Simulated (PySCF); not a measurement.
Species: 1-hexyne, C6H10.
SMILES with atom numbers: `[CH:1]#[C:2][CH2:3][CH2:4][CH2:5][CH3:6]` (hydrogens: H7 on C1; H8, H9 on C3; H10, H11 on C4; H12, H13 on C5; H14, H15, H16 on C6)

An MMFF94s structure was refined with PBE0-D3(BJ)/def2-SVP geometry optimisation, gas phase in PySCF. Its MMFF94s values:

```csv
coordinate,MMFF94s
C1≡C2,1.201 Å
C1–H7,1.066 Å
C2–C3,1.470 Å
C3–C4,1.529 Å
C3–H8,1.096 Å
C4–C5,1.529 Å
C4–H10,1.098 Å
C5–C6,1.520 Å
C5–H12,1.096 Å
C6–H14,1.095 Å
C1–C2–C3,179.8°
C2–C3–C4,111.1°
C3–C4–C5,111.4°
C4–C5–C6,111.5°
```

How do these coordinates change at the PBE0-D3(BJ)/def2-SVP level?

```
coordinate  PBE0-D3(BJ)/def2-SVP (Å or °)  change
     C2–C3                          1.457  -0.013
     C1≡C2                          1.211  +0.010
    C5–H12                          1.105  +0.009
     C1–H7                          1.074  +0.008
     C3–H8                          1.104  +0.008
    C6–H14                          1.102  +0.007
     C4–C5                          1.522  -0.007
    C4–H10                          1.103  +0.005
     C3–C4                          1.530  +0.001
     C5–C6                          1.520   0.000
  C2–C3–C4                          113.6    +2.5
  C4–C5–C6                          113.2    +1.7
  C3–C4–C5                          112.8    +1.4
  C1–C2–C3                          178.8    -1.0
```

The energy falls by 3.4 kJ/mol over 4 energy and gradient evaluations, the largest force component goes from 0.0225 to 3.2e-04 Eh/bohr, and the atoms move by 0.025 Å rms after alignment. The bond that changes most is C2–C3 (alkyne carbon to propargylic carbon), which shortens by 0.013 Å. Bonds longer at the end by more than 0.005 Å: 11 of 15; shorter: 2. Rotational constants go from 14612, 1342, 1268 to 14961, 1321, 1251 MHz.

The run used 134 basis functions and 27 SCF cycles in all. The force-field search had found conformers at 0.0, 0.8 kcal/mol (up to eight listed); the lowest was the start. Hardware: one thread, Arm Neoverse V1, no GPU, shared host. Cost: 26 s wall.

Stationary, but not proved a minimum. One conformer, not necessarily the lowest.

Shape of the structure used: `[CH:1]#[C:2][CH2:3][CH2:4][CH2:5][CH3:6]`: C2–C3–C4–C5 180°, C3–C4–C5–C6 180°.
